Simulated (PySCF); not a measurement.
## State search for BCl

Unrestricted PBE0; B def2-SVP, Cl def2-SVP; no relativity (PySCF 2.14). Outer shells of the fragments: B 2s2 2p1; Cl 3s2 3p5.

Followed along the bond (rough minima from three points):

```tsv
2Ms+1	unpaired	⟨S²⟩ at the start	R at minimum (Å)	Te (eV)
1	none	0.00	1.72	0.00
3	σ ↑, π ↑	2.01	none in the scan	≤ 2.13
```

Solutions found at the starting distance of 1.785 Å, counted from the lowest of them; the search is not exhaustive and high or unbound solutions are not listed, so other states can lie among these:

```json
{"2Ms+1": "1", "unpaired": "none", "term": "¹Σ⁺", "E (eV)": "0.00", "⟨S²⟩": "0.00", "⟨Lz²⟩": "0.00", "μ (D)": "1.32"}
{"2Ms+1": "3", "unpaired": "σ ↑, π ↑", "term": "³Π", "E (eV)": "2.11", "⟨S²⟩": "2.01", "⟨Lz²⟩": "1.00", "μ (D)": "-0.31"}
{"2Ms+1": "1", "unpaired": "σ ↑, π ↓", "term": "mixed", "E (eV)": "3.03", "⟨S²⟩": "1.01", "⟨Lz²⟩": "1.01", "μ (D)": "0.13"}
{"2Ms+1": "3", "unpaired": "π ↑↑", "term": "³Σ⁻", "E (eV)": "6.56", "⟨S²⟩": "2.09", "⟨Lz²⟩": "0.00", "μ (D)": "-1.34"}
{"2Ms+1": "3", "unpaired": "π ↑↑", "term": "mixed", "E (eV)": "6.67", "⟨S²⟩": "2.01", "⟨Lz²⟩": "2.01", "μ (D)": "5.14"}
{"2Ms+1": "3", "unpaired": "π ↑↑", "term": "mixed", "E (eV)": "6.95", "⟨S²⟩": "2.01", "⟨Lz²⟩": "2.01", "μ (D)": "5.09"}
{"2Ms+1": "1", "unpaired": "π ↑↓", "term": "mixed", "E (eV)": "6.99", "⟨S²⟩": "1.01", "⟨Lz²⟩": "2.01", "μ (D)": "5.07"}
{"2Ms+1": "1", "unpaired": "π ↑↓", "term": "mixed", "E (eV)": "7.13", "⟨S²⟩": "1.00", "⟨Lz²⟩": "2.01", "μ (D)": "-1.41"}
{"2Ms+1": "3", "unpaired": "σ ↑↑", "term": "³Σ⁺", "E (eV)": "7.45", "⟨S²⟩": "2.01", "⟨Lz²⟩": "0.00", "μ (D)": "-0.52"}
{"2Ms+1": "1", "unpaired": "σ ↑, π ↑↓↓", "term": "mixed", "E (eV)": "9.27", "⟨S²⟩": "2.00", "⟨Lz²⟩": "3.01", "μ (D)": "4.30"}
```

A term symbol is given only where ⟨S²⟩ and ⟨Lz²⟩ are close to those of a pure state; real π, δ and φ orbitals otherwise mix terms. A positive dipole means B(−)Cl(+).

Counting both spins, an empty level lies below a filled one in some of these solutions, because spin and occupation are held.
